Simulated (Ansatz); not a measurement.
**CH4Si (triplet): the correlation ladder at distance C1–H5 along a hydrogen transfer = 1.358 Å, cc-pVDZ**

One table from this session's results is given with a row withheld; the runs are named, their logs left out.

Method: cc-pVDZ, core rule «outside noble gas», up to 6 orbitals frozen; program: Ansatz 0.2.0, Gaussian basis.

To be run: UHF; CCSD(T) on ROHF; CCSD(T) on UHF; BCCD(T) on ROHF; CISD; CCSDT(Q) on ROHF; CCSDT(Q) on UHF; CASSCF and MRCISD+Q, 4 electrons in 4 orbitals; CASSCF and NEVPT2, 4 electrons in 4 orbitals.

7 further runs of the same task are left out: 1 for a mislabelled method, 4 that didn't finish, 2 set aside as unsound or not needed.

### The geometry

The geometry derives from fragments relaxed apart (PBE0/def2-TZVP) and kept rigid, so it is no stationary point. A hydrogen atom is moved between rigid fragments.

6 atoms, charge 0, spin multiplicity 3.

Atoms are counted from 1 here; the program's logs count them from 0.

Bond lengths: C1–H2 1.090 Å, C1–H3 1.090 Å, C1–H4 1.090 Å, C1–H5 1.358 Å, H5–Si6 1.548 Å. Angles: H2–C1–H3 109.5°, H2–C1–H4 109.5°, H2–C1–H5 109.5°, H3–C1–H4 109.5°, H3–C1–H5 109.5°, H4–C1–H5 109.5°, C1–H5–Si6 180.0°.

Set-up of the first run:

File in.yaml:

```yaml
crystal:
  periodic: [false, false, false]
  atoms:
    - {symbol: C, position_ang: [-1.855671, 0.000000, 0.000000]}
    - {symbol: H, position_ang: [-2.218877, 1.027301, 0.000000]}
    - {symbol: H, position_ang: [-2.218877, -0.513650, 0.889668]}
    - {symbol: H, position_ang: [-2.218877, -0.513650, -0.889669]}
    - {symbol: H, position_ang: [-0.497671, 0.000000, 0.000000]}
    - {symbol: Si, position_ang: [1.050329, 0.000000, 0.000000]}
basis:
  gaussian: {orbitals: cc-pVDZ}
magnetization: {spin_polarized: true, initial_magnetization: 2}
hamiltonian: {xc: hf}
output: {orbitals: {seedname: orbitals}}
```

Launch:

```sh
ansatz run in.yaml --threads 1 --pin off --events-out ev --progress --plain --max-ram 2393MiB
```

Steps of the session up to this table: UHF; CCSD(T) on ROHF; CCSD(T) on UHF; BCCD(T) on ROHF; CISD; CCSDT(Q) on ROHF; CCSDT(Q) on UHF; CASSCF and MRCISD+Q, 4 electrons in 4 orbitals; CASSCF and NEVPT2, 4 electrons in 4 orbitals.

One table of the session follows, with a row left open; its other results are not shown here.

| method | from UCCSDT(Q) (meV) |
| --- | --- |
| ROHF | +7515.9 |
| UHF | +7376.7 |
| RMP2 | +1369.1 |
| UMP2 | +1368.9 |
| CISD | ? |
| RCCSD | +252.1 |
| UCCSD | +248.2 |
| RCCSD(T) | +41.6 |
| UCCSD(T) | +40.8 |
| BCCD(T) | +40.8 |
| RCCSDT | +10.9 |
| UCCSDT | +10.6 |
| RCCSDT(Q) | +0.5 |
| UCCSDT(Q) | 0 |
| CASSCF pair | +6893.1 |
| NEVPT2 pair | +1370.6 |
| MRCISD pair | +756.1 |
| MRCISD+Q pair | +58.6 |

Estimate the missing values for CISD.

As computed: from UCCSDT(Q) (meV): +893.8. In the column «from UCCSDT(Q) (meV)» it lies between MRCISD pair (+756.1) and UMP2 (+1368.9).

Among the levels timed on like hardware and quicker than the yardstick, those that no quicker one beats, quickest first: NEVPT2 pair (1.3 s, +1370.6 meV); MRCISD+Q pair (1.7 s, +58.6 meV); UCCSD(T) (3.5 s, +40.8 meV).

Caveats from the session: Of the multireference levels listed MRCISD+Q pair comes nearest in total energy (+58.6 meV), which doesn't show that its space is the better one. Restricted and unrestricted rows rest on different reference determinants; where their highest levels disagree by more than a few hundredths of an eV, they describe different states and don't form one ladder.
